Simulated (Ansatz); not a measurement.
# C2H5NO: how energies converge with the basis set

The task here is to estimate one member of a computed series from the others.

Computed with Ansatz 0.2.0, Gaussian basis. Level: one geometry, several basis sets.

The runs, in order: PBE0-D4/def2-SVP; ωB97M-V/def2-SVP; PBE0-D4/def2-QZVPP; ωB97M-V/def2-QZVPP; the functionals' def2-TZVPP values are taken from earlier runs.

**The relaxed structure**

The geometry comes from an earlier relaxation with PBE0-D4 in a triple-zeta def2 set; it is a stationary point, not always the lowest conformer.

SMILES `C1NCO1`, 9 atoms, charge 0, spin multiplicity 1.

Atoms are counted from 1 here; the program's logs count them from 0.

Bond lengths: C1–N2 1.464 Å, C1–O4 1.425 Å, C1–H5 1.096 Å, C1–H6 1.099 Å, N2–C3 1.464 Å, N2–H7 1.011 Å, C3–O4 1.425 Å, C3–H8 1.096 Å, C3–H9 1.100 Å. Angles: N2–C1–O4 92.3°, N2–C1–H5 114.4°, N2–C1–H6 115.4°, O4–C1–H5 111.8°, O4–C1–H6 112.6°, H5–C1–H6 109.5°, C1–N2–C3 86.0°, C1–N2–H7 113.2°, C3–N2–H7 113.2°, N2–C3–O4 92.3°, N2–C3–H8 114.4°, N2–C3–H9 115.4°, O4–C3–H8 111.8°, O4–C3–H9 112.6°, H8–C3–H9 109.5°, C1–O4–C3 89.0°.

The first run:

in.yaml reads:

```yaml
crystal:
  periodic: [false, false, false]
  atoms:
    - {symbol: C, position_ang: [-0.141549, 0.791619, -0.615424]}
    - {symbol: N, position_ang: [0.721392, -0.376635, -0.428274]}
    - {symbol: C, position_ang: [-0.223110, -0.778258, 0.616295]}
    - {symbol: O, position_ang: [-1.106123, 0.297851, 0.310373]}
    - {symbol: H, position_ang: [-0.557912, 0.890453, -1.624452]}
    - {symbol: H, position_ang: [0.291637, 1.752061, -0.301099]}
    - {symbol: H, position_ang: [1.636633, -0.142315, -0.069019]}
    - {symbol: H, position_ang: [-0.695263, -1.753250, 0.449789]}
    - {symbol: H, position_ang: [0.162797, -0.727825, 1.644611]}
basis:
  gaussian: {orbitals: def2-SVP}
hamiltonian: {xc: pbe0, dispersion: d4}
output: {orbitals: {seedname: orbitals}}
```

The run is started by

```
$ ansatz run in.yaml --threads 2 --pin off --events-out ev --progress --plain --max-ram 4352MiB
```

Steps of the session up to this table: PBE0-D4 in def2-SVP; ωB97M-V in def2-SVP; PBE0-D4 in def2-QZVPP; ωB97M-V in def2-QZVPP.

One of the session's tables, all rows but one given; the rest of the session is left out.

| functional | basis | HOMO (eV) | LUMO (eV) |
| --- | --- | --- | --- |
| PBE0-D4 | def2-SVP | -6.56 | 1.65 |
| PBE0-D4 | def2-TZVPP | -6.71 | 1.02 |
| PBE0-D4 | def2-QZVPP | -6.76 | 0.58 |
| ωB97M-V | def2-SVP | ? | ? |
| ωB97M-V | def2-TZVPP | -9.09 | 2.48 |
| ωB97M-V | def2-QZVPP | -9.13 | 1.72 |

**Question.** Estimate the row for ωB97M-V, def2-SVP.

As computed: HOMO (eV): -8.94; LUMO (eV): 3.34. In the column «HOMO (eV)» it lies between ωB97M-V, def2-TZVPP (-9.09) and PBE0-D4, def2-QZVPP (-6.76).
